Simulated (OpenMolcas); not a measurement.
# One shape, several levels: C2H6Si (SMILES C[Si]C)

Aim: a comparison of 6 runs (B3LYP/6-31G*, B3LYP/6-311+G**, BHLYP/6-311+G**, TPSS/6-311+G**, MP2/6-311+G**, CCSD(T)/6-311+G**) of C2H6Si. 

The calculation is run with OpenMolcas 26.06.

1 further run of the same task is left out (set aside as unsound or not needed).

### 1 The molecule

C2H6Si has 9 atoms, charge 0, and is taken as a singlet. SMILES: `C[Si]C`. The shape is that of a PBE0-D4/def2-TZVP optimisation.

Bond lengths: C1–Si2 1.896 Å, Si2–C3 1.896 Å, C1–H4 1.102 Å, C1–H5 1.091 Å, C1–H6 1.095 Å, C3–H7 1.095 Å, C3–H8 1.091 Å, C3–H9 1.102 Å. Some angles: C1–Si2–C3 97.8°, Si2–C1–H4 105.3°, Si2–C1–H5 113.7°, Si2–C1–H6 114.0°, Si2–C3–H7 113.9°, Si2–C3–H8 113.7°, Si2–C3–H9 105.3°, H4–C1–H5 107.1°, H4–C1–H6 106.4°, H5–C1–H6 109.8°.

### 2 Energy and gradient at B3LYP/6-31G(d) (spherical functions) (run 1)

The input, coord.xyz:

```xyz
9

C     -0.527400     1.047300    -0.805300
Si     0.896800    -0.199700    -0.912800
C      0.601900    -1.069400     0.746000
H     -1.430700     0.480400    -1.082200
H     -0.439700     1.875000    -1.511000
H     -0.703500     1.436700     0.202600
H     -0.455600    -1.193000     1.001000
H      1.117900    -2.026600     0.837300
H      1.028800    -0.397000     1.507100
```

The input, test.inp:

```
>>> EXPORT MOLCAS_PRINT=2
&GATEWAY
BasLib=$CurrDir
Coord=coord.xyz
Basis=6-31Gs
Group=NoSym
&SEWARD
GridInput
Grid=UltraFine
End of Grid
&SCF
KSDFT=B3LYP
Thresholds=1e-10 1e-07 1e-07 1e-05
PrOrbitals=1 2
&ALASKA
```

The basis set 6-31G* is read from a file made from the Basis Set Exchange's data (not shown).

The run is started by

```bash
$ export MOLCAS_MEM=1860
$ pymolcas test.inp > test.log
```

The log of the run:

```text
--- Start Module: gateway ---
[...]
--- Stop Module: gateway /rc=_RC_ALL_IS_WELL_ ---
[...]
      Basis functions           58
[...]
--- Start Module: scf ---
[...]
       Convergence after  12 Iterations
[...]
::    Total KS-DFT energy                            -369.2663884720
[...]
      Total spin, S                                     0.0000000000
[...]
      Total electronic charge=   32.000000
      Total            charge=   -0.000000
[...]
      Dipole Moment (debye):
      Origin of the operator (angstrom)=    0.4325   -0.0978   -0.4358
                   X= -1.0619E+00               Y=  2.3308E-01               Z=  1.0901E+00           Total=  1.5396E+00
      Quadrupole Moment (debye*angstrom):
[...]
 *              Molecular gradients               *
 **************************************************
  Irreducible representation: a
 ------------------------------------------------------------------------------------------
                              X                       Y                       Z
 ------------------------------------------------------------------------------------------
  C1                2.88547989268828E-03   -1.72806596950270E-03   -5.78640122567142E-05
  SI2              -7.42506606497884E-03    1.61994470475535E-03    7.61292854070561E-03
  C3                3.13740980154270E-04    1.10101822398478E-03   -3.13518882089969E-03
  H4                2.32194600855173E-03    3.66294668521228E-05    4.67758630093407E-04
  H5                2.48108211282884E-04   -2.02975461230670E-03    1.07431625596810E-03
  H6                9.86874945112515E-04   -1.61783158013762E-03   -1.66353393611063E-03
  H7                1.91541532182837E-03    9.83505663006978E-04   -1.31549809586118E-03
  H8               -6.42589688641504E-04    2.08834576156169E-03   -6.80183178369154E-04
[...]
```

Wall time 28 s (1 thread of Intel Xeon Platinum 8259CL at 2.50GHz (Skylake/Cascade Lake), shared host); peak memory 0.39 GiB.

### 3 Energy and forces at B3LYP/6-311+G(d,p) (run 2)

The input, run.input:

```
* C2H6Si Kohn-Sham DFT
>>> EXPORT MOLCAS_PRINT=2
&GATEWAY
BasLib=$CurrDir
BasisSet
C.6-311pGss....
C1 -0.527400 1.047300 -0.805300 angstrom
C3 0.601900 -1.069400 0.746000 angstrom
End of Basis
BasisSet
Si.6-311pGss....
Si2 0.896800 -0.199700 -0.912800 angstrom
End of Basis
BasisSet
H.6-311pGss....
H4 -1.430700 0.480400 -1.082200 angstrom
H5 -0.439700 1.875000 -1.511000 angstrom
H6 -0.703500 1.436700 0.202600 angstrom
H7 -0.455600 -1.193000 1.001000 angstrom
H8 1.117900 -2.026600 0.837300 angstrom
H9 1.028800 -0.397000 1.507100 angstrom
End of Basis
&SEWARD
GridInput
Grid=UltraFine
End of Grid
&SCF
KSDFT=B3LYP
Thresholds=1e-10 1e-07 1e-07 1e-05
PrOrbitals=1 2
&ALASKA
```

The basis set 6-311+G** is read from a file made from the Basis Set Exchange's data (not shown).

The run is started by

```bash
$ export MOLCAS_MEM=1860
$ pymolcas run.input > run.log
```

The log of the run:

```text
--- Start Module: gateway ---
[...]
--- Stop Module: gateway /rc=_RC_ALL_IS_WELL_ ---
[...]
      Basis functions          110
[...]
--- Start Module: scf ---
[...]
       Convergence after  12 Iterations
[...]
::    Total KS-DFT energy                            -369.3229935609
[...]
      Total spin, S                                     0.0000000000
[...]
      Total electronic charge=   32.000000
      Total            charge=   -0.000000
[...]
      Dipole Moment (debye):
      Origin of the operator (angstrom)=    0.4325   -0.0978   -0.4358
                   X= -8.7332E-01               Y=  1.9188E-01               Z=  8.9666E-01           Total=  1.2663E+00
      Quadrupole Moment (debye*angstrom):
[...]
 *              Molecular gradients               *
 **************************************************
  Irreducible representation: a
 ------------------------------------------------------------------------------------------
                              X                       Y                       Z
 ------------------------------------------------------------------------------------------
  C1                2.58127804960662E-03   -1.88153732621688E-03    4.68360022756187E-04
  C3               -1.53634580565165E-04    1.42013837906907E-03   -2.87021061845660E-03
  SI2              -4.51246040773334E-03    9.81454817205574E-04    4.62067560353585E-03
  H4                9.74353928316241E-04   -3.85123884262706E-04    1.99208192301792E-04
  H5                3.22331941028903E-04   -7.26027926998718E-04    1.52266029717296E-04
  H6                3.90906942957958E-04   -7.91172563687326E-04   -4.64662293902407E-04
  H7                6.01398329936220E-04    5.71852864864053E-04   -5.58469686136487E-04
  H8               -1.06579168692722E-05    6.35065465944606E-04   -4.72128339297884E-04
[...]
```

Run time: 68 s. Hardware: 1 thread of Intel Xeon Platinum 8259CL at 2.50GHz (Skylake/Cascade Lake), shared host; peak memory 0.65 GiB.

Runs 3 to 4 aren't shown in full; the table further down has their settings and results.

### 4 A single-point energy at MP2/6-311+G(d,p) (run 5)

The input, job.input:

```
&GATEWAY
BasLib=$CurrDir
Coord
9
angstrom
C       -0.527400       1.047300      -0.805300
Si       0.896800      -0.199700      -0.912800
C        0.601900      -1.069400       0.746000
H       -1.430700       0.480400      -1.082200
H       -0.439700       1.875000      -1.511000
H       -0.703500       1.436700       0.202600
H       -0.455600      -1.193000       1.001000
H        1.117900      -2.026600       0.837300
H        1.028800      -0.397000       1.507100
Basis=6-311pGss
Group=NoSym
&SEWARD
&SCF
Thresholds=1e-10 1e-07 1e-07 1e-05
PrOrbitals=1 2
&MBPT2
Frozen=7
```

The basis set 6-311+G** is read from a file made from the Basis Set Exchange's data (not shown).

The run is started by

```bash
$ export MOLCAS_MEM=1860
$ pymolcas job.input > job.log
```

The log of the run:

```text
--- Start Module: gateway ---
[...]
--- Stop Module: gateway /rc=_RC_ALL_IS_WELL_ ---
[...]
      Basis functions          110
[...]
--- Start Module: scf ---
[...]
       Convergence after  12 Iterations
[...]
::    Total SCF energy                               -368.1378360451
[...]
      Total spin, S                                     0.0000000000
[...]
      Total electronic charge=   32.000000
      Total            charge=   -0.000000
[...]
      Dipole Moment (debye):
      Origin of the operator (angstrom)=    0.4325   -0.0978   -0.4358
                   X= -9.5920E-01               Y=  2.1083E-01               Z=  9.8547E-01           Total=  1.3913E+00
      Quadrupole Moment (debye*angstrom):
[...]
--- Stop Module: scf /rc=_RC_ALL_IS_WELL_ ---
[...]
--- Start Module: mbpt2 ---
[...]
WARNING!
Default frozen orbitals as non valence orbitals is overwritten by user input.
Default values:   4
[...]
       Reference weight ( Cref**2 )         =        0.86882
::    Total MBPT2 energy                             -368.5341874920
[...]
      Total MBPT2 calculations                           0.66      0.74
--- Stop Module: mbpt2 /rc=_RC_ALL_IS_WELL_ ---
[...]
```

Wall time 17 s (1 thread of Intel Xeon Platinum 8259CL at 2.50GHz (Skylake/Cascade Lake), shared host); peak memory 0.65 GiB.

### 5 A single-point energy at CCSD(T)/6-311+G(d,p) (Cholesky decomposition) (run 6)

coord.xyz is that of step 2.

The input, run.inp:

```
* C2H6Si CCSD(T)
>>> EXPORT MOLCAS_PRINT=2

&GATEWAY
  BasLib
  $CurrDir
  Coord
  coord.xyz
  Basis
  6-311pGss
  Group
  NoSym

&SEWARD
  High

&SCF
  Thresholds
  1e-10 1e-07 1e-07 1e-05
  PrOrbitals
  1 2

&CHCC
  Frozen
  7
  Threshold
  1e-08
  MaxIterations
  80

&CHT3
  Frozen
  7
```

The basis set 6-311+G** is read from a file made from the Basis Set Exchange's data (not shown).

The run is started by

```bash
$ export MOLCAS_MEM=1860
$ pymolcas run.inp > run.log
```

The log of the run:

```text
--- Start Module: gateway ---
[...]
--- Stop Module: gateway /rc=_RC_ALL_IS_WELL_ ---
[...]
      Basis functions          110
[...]
       Convergence after  12 Iterations
[...]
::    Total SCF energy                               -368.1378360314
[...]
      Total spin, S                                     0.0000000000
[...]
      Total electronic charge=   32.000000
      Total            charge=   -0.000000
[...]
      Dipole Moment (debye):
      Origin of the operator (angstrom)=    0.4325   -0.0978   -0.4358
                   X= -9.5920E-01               Y=  2.1083E-01               Z=  9.8547E-01           Total=  1.3913E+00
      Quadrupole Moment (debye*angstrom):
[...]
--- Start Module: chcc ---
[...]
--- Stop Module: chcc /rc=_RC_ALL_IS_WELL_ ---
[...]
--- Start Module: cht3 ---
[...]
--- Stop Module: cht3 /rc=_RC_ALL_IS_WELL_ ---
[...]
```

Wall time 12 min (1 thread of Intel Xeon Platinum 8259CL at 2.50GHz (Skylake/Cascade Lake), shared host); peak memory 0.21 GiB.

### 6 The series

```
run                                       level      task  integration grid  energy (Eh)  dipole moment (D) of the reference  HOMO energy (eV)  LUMO energy (eV)  wall time
  1          B3LYP/6-31G* (spherical functions)  gradient         UltraFine  -369.266388                                1.54             -5.57             -2.10       28 s
  2                             B3LYP/6-311+G**  gradient         UltraFine  -369.322994                                1.27             -5.82             -2.33       68 s
  3                             BHLYP/6-311+G**  gradient         UltraFine  -369.239655                                1.27             -6.91             -1.21       61 s
  4                              TPSS/6-311+G**  gradient         UltraFine  -369.330303                                1.40             -5.08             -2.93       88 s
  5                               MP2/6-311+G**    energy                 –  -368.534187                                1.39             -8.30              0.84       17 s
  6  CCSD(T)/6-311+G** (Cholesky decomposition)    energy                 –  -368.595845                                1.39             -8.30              0.84     12 min
```

### 7 What came out

```
                                          quantity          value
                               run 6: total energy  -368.59585 Eh
         run 6: dipole moment (mean-field density)         1.39 D
        run 6: HOMO energy (Hartree–Fock orbitals)       -8.30 eV
        run 6: LUMO energy (Hartree–Fock orbitals)        0.84 eV
      run 6: HOMO–LUMO gap (Hartree–Fock orbitals)        9.14 eV
run 6: correlation energy (7 core orbitals frozen)     -458.0 mEh
                             run 6: (T) correction     -14.27 mEh
```

In words: Over runs 1, 2, 3, 4 the dipole moment (its size) runs from 1.27 D (B3LYP/6-311+G**) to 1.54 D (B3LYP/6-31G*). Over runs 1, 2, 3, 4 the HOMO–LUMO gap runs from 2.15 eV (TPSS/6-311+G**) to 5.71 eV (BHLYP/6-311+G**). Totals of different functionals can't be ranked against each other. All runs together took 16 min, the longest 12 min.
